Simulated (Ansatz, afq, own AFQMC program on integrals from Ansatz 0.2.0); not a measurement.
AFQMC on a folder of integrals that Ansatz 0.2.0 wrote.

```yaml
crystal:
  periodic: [false, false, false]
  atoms:
    - {symbol: Ru, position_ang: [0.000000, 0.000000, 0.000000]}
basis:
  gaussian: {orbitals: def2-TZVPP}
magnetization: {spin_polarized: true, initial_magnetization: 6}
correlation: {method: ccsd_t, electrons: outside_noble_gas, hamiltonian_folder: ham}
```

```sh
$ ansatz run in.yaml --threads 1 --pin off --events-out ev --progress --plain --max-ram 15360MiB --backend cuda --devices 0, --max-vram 18GiB
```

afq runs on the folder ham with

```
--method phaseless --trial hf --walkers 4000 --populations 20 --least-time 40 --time-step 0.005 --steps-per-block 20 --equilibration-blocks 160 --max-blocks 4000 --target-error 0.0008500 --factor-cut 1e-05 --start spin_pure --seed 4057 --taylor-order 6
```

Times are imaginary, in 1/Eh. The walk had a cap of 95 s. With eight or more populations the least sampling time is a fifth of least-time, and the error comes from their spread. Core potentials past Kr, no spin–orbit coupling.

Log:

```
orbitals 52  electrons 7 1  factors 383 of 396
reference energy -94.06062416 Eh
CCSD correlation -0.14223806 Eh in 11 cycles, weight of the determinant in the CISD state 0.9453
energy of the start -94.060627 Eh
 block  time / (1/Eh)  mean weight  energy / Eh
     1     0.100  1.0010  -94.107977
     2     0.200  1.0010  -94.137382
     3     0.300  1.0011  -94.155758
     4     0.400  1.0014  -94.169397
     5     0.500  1.0009  -94.177464
     8     0.800  1.0006  -94.189426
    13     1.300  1.0003  -94.197117
    31     3.100  0.9999  -94.202928
    49     4.900  1.0002  -94.206300
    67     6.700  0.9997  -94.205208
    85     8.500  1.0003  -94.204859
    97     9.700  1.0001  -94.210467
   103    10.300  0.9999  -94.208691
   121    12.100  1.0004  -94.207287
   139    13.900  0.9997  -94.204436
   157    15.700  1.0001  -94.201645
   175    17.500  1.0001  -94.202851
   193    19.300  1.0001  -94.203992
   205    20.500  0.9999  -94.200046
   211    21.100  1.0002  -94.202621
   229    22.900  1.0001  -94.202892
   235    23.500  1.0000  -94.203228
error from the spread of 20 populations
energy -94.203519 +/- 0.000443 Eh
(rows thinned)
```

The run passed its tests (sampling time, drift between the halves within three errors, error under three times the target), which doesn't prove that it has relaxed.

Against this walk (error 12.0 meV) on the same determinant: CCSD(T) 95.9 meV lower, CCSDT(Q) 163.5 meV lower, a separate phaseless walk with a CISD trial and standard settings 96.0 ± 12.2 meV lower. The error is statistical and leaves out the bias of the constraint. None of these is a sure reference here.

Cautions: constraint bias not in the error; no spin-orbit coupling; outer-core shells of the metal frozen; another spin lies lower.

The walk took 18 s on 2 threads of a server CPU with a shared H100 80 GB, shared host (the card was shared). The log's last line is the phaseless energy.

CCSDT and higher add their correlation energy to the determinant of the CCSD(T) run, since their own runs factorise the integrals more tightly (a shift of under 2 meV). A walk keeps the symmetry of its determinant, which the program's search chose and which needn't be the lowest solution, so a lower state of the same spin and another symmetry isn't excluded.
